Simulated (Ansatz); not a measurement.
# CH₃ClSi: taking an electron away

How much energy removes an electron from CH₃ClSi at fixed geometry? The cation is run at each level and the neutral's energy taken from earlier runs.

The runs use Ansatz 0.2.0, Gaussian basis; unrestricted cation, the program's frozen cores in correlated methods.

Levels to be run: UKS PBE-D4/def2-TZVPP; UKS r2SCAN-D4/def2-TZVPP; UKS PBE0-D4/def2-TZVPP; UKS B3LYP-D4/def2-TZVPP; UKS wB97X-V/def2-TZVPP; UKS wB97M-V/def2-TZVPP; UKS B2PLYP/def2-TZVPP; UHF-CCSD(T)/def2-TZVPP; UHF-MP2/def2-QZVPP; extrapolation to the limit; then −ε(HOMO) from the neutral's earlier runs with LDA (SPW92), PBE-D4, revPBE-D4, BLYP-D4, r2SCAN-D4, B97M-V, PBE0-D4, B3LYP-D4, r2SCANh-D4, r2SCAN0-D4, HSE06-D4, BHLYP-D4, CAM-B3LYP-D4, LC-ωPBE, ωB97X-V, ωB97M-V.

### Step 1. The geometry

All runs share one geometry, relaxed beforehand with PBE0-D4 in a triple-zeta def2 set.

6 atoms, charge 0, spin multiplicity 1.

Atoms are counted from 1 here; the program's logs count them from 0.

Bond lengths: C1–Si2 1.887 Å, C1–H4 1.096 Å, C1–H5 1.093 Å, C1–H6 1.096 Å, Si2–Cl3 2.093 Å. Angles: Si2–C1–H4 110.2°, Si2–C1–H5 111.6°, Si2–C1–H6 110.2°, H4–C1–H5 109.0°, H4–C1–H6 106.7°, H5–C1–H6 109.0°, C1–Si2–Cl3 98.3°.

### Step 2. Cation, UKS PBE-D4/def2-TZVPP

in.yaml

```yaml
crystal:
  periodic: [false, false, false]
  atoms:
    - {symbol: C, position_ang: [-0.420911, 0.376226, -0.177077]}
    - {symbol: Si, position_ang: [0.228190, -0.642082, 1.273083]}
    - {symbol: Cl, position_ang: [1.857716, -1.533853, 0.308492]}
    - {symbol: H, position_ang: [0.353847, 1.065786, -0.531386]}
    - {symbol: H, position_ang: [-1.308685, 0.949943, 0.100088]}
    - {symbol: H, position_ang: [-0.668057, -0.280019, -1.019400]}
basis:
  gaussian: {orbitals: def2-TZVPP}
total_charge: 1
magnetization: {spin_polarized: true, initial_magnetization: 1}
hamiltonian: {xc: pbe, dispersion: d4}
```

Further steps of the session: Cation, UKS r2SCAN-D4/def2-TZVPP; Cation, UKS PBE0-D4/def2-TZVPP; Cation, UKS B3LYP-D4/def2-TZVPP; Cation, UKS wB97X-V/def2-TZVPP; Cation, UKS wB97M-V/def2-TZVPP; Cation, UKS B2PLYP (frozen core)/def2-TZVPP; Cation, UHF-CCSD(T)/def2-TZVPP; Cation, UHF-MP2/def2-QZVPP.

**Question.** What will the summary of the whole plan be? Wanted: ionisation energy, CCSD(T)/CBS; nearest functional by difference; nearest −ε(HOMO); −ε(HOMO) of PBE; T1 of the cation.

The runs gave:

| quantity | value |
| --- | --- |
| ionisation energy, CCSD(T)/CBS | 9.10 eV |
| nearest functional by difference | ωB97M-V (-0.16 eV) |
| nearest −ε(HOMO) | LC-ωPBE (+0.14 eV) |
| −ε(HOMO) of PBE | 5.59 eV |
| T1 of the cation | 0.021 |

**Reading.** By cation minus neutral, the functionals miss by 0.41 eV at most. −ε(HOMO) of PBE misses by 3.5 eV, since self-interaction lifts the level. Among orbital estimates LC-ωPBE comes nearest. Hartree-Fock falls 1.06 eV short, as the neutral has more correlation energy than the cation. The cation may have settled in a state other than its lowest; no search over hole states beyond the program's own was made.
